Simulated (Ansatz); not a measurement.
**CH₃N: how energies converge with the basis set**

An exercise on one series of results from a longer session: the logs are not shown, and one member is left open.

Program: Ansatz 0.2.0, Gaussian basis. Level of theory: one geometry, several basis sets. These are calculated values, not measurements.

The runs, in order: PBE0-D4/def2-SVP; ωB97M-V/def2-SVP; PBE0-D4/def2-QZVPP; ωB97M-V/def2-QZVPP; CCSD(T)/cc-pV(D+d)Z; CCSD(T)/cc-pV(T+d)Z; CCSD(T)/cc-pV(Q+d)Z; the functionals' def2-TZVPP values are taken from earlier runs.

### Structure used throughout

An earlier PBE0-D4 in a triple-zeta def2 set relaxation fixed the geometry.

SMILES `C=N`, 5 atoms, charge 0, spin multiplicity 1.

Atoms are counted from 1 here; the program's logs count them from 0.

Bond lengths: C1–N2 1.261 Å, C1–H3 1.096 Å, C1–H4 1.092 Å, N2–H5 1.021 Å. Angles: N2–C1–H3 124.9°, N2–C1–H4 118.8°, H3–C1–H4 116.3°, C1–N2–H5 111.0°.

Set-up of the first run:

in.yaml reads:

```yaml
crystal:
  periodic: [false, false, false]
  atoms:
    - {symbol: C, position_ang: [-0.037246, -0.386546, 0.038021]}
    - {symbol: N, position_ang: [0.623209, 0.654265, -0.225941]}
    - {symbol: H, position_ang: [-1.090159, -0.400586, 0.342728]}
    - {symbol: H, position_ang: [0.457492, -1.356896, -0.036217]}
    - {symbol: H, position_ang: [0.046705, 1.489774, -0.118602]}
basis:
  gaussian: {orbitals: def2-SVP}
hamiltonian: {xc: pbe0, dispersion: d4}
output: {orbitals: {seedname: orbitals}}
```

On the command line:

```bash
$ ansatz run in.yaml --threads 2 --pin off --events-out ev --progress --plain --max-ram 32768MiB --backend cpu
```

Among the steps run: PBE0-D4 in def2-SVP; ωB97M-V in def2-SVP; PBE0-D4 in def2-QZVPP; ωB97M-V in def2-QZVPP.

One of the session's tables, all rows but one given; the rest of the session is left out.

It belongs to the step «Functionals by basis». 

```
functional       basis  HOMO (eV)  LUMO (eV)
   PBE0-D4    def2-SVP      -7.53      -0.12
   PBE0-D4  def2-TZVPP      -7.78      -0.45
   PBE0-D4  def2-QZVPP      -7.82      -0.55
   ωB97M-V    def2-SVP          ?          ?
   ωB97M-V  def2-TZVPP     -10.19       1.85
   ωB97M-V  def2-QZVPP     -10.23       1.66
```

Q: Estimate the row for ωB97M-V, def2-SVP from the others.

As computed: HOMO (eV): -9.92; LUMO (eV): 2.33. In the column «HOMO (eV)» it lies between ωB97M-V, def2-TZVPP (-10.19) and PBE0-D4, def2-QZVPP (-7.82).
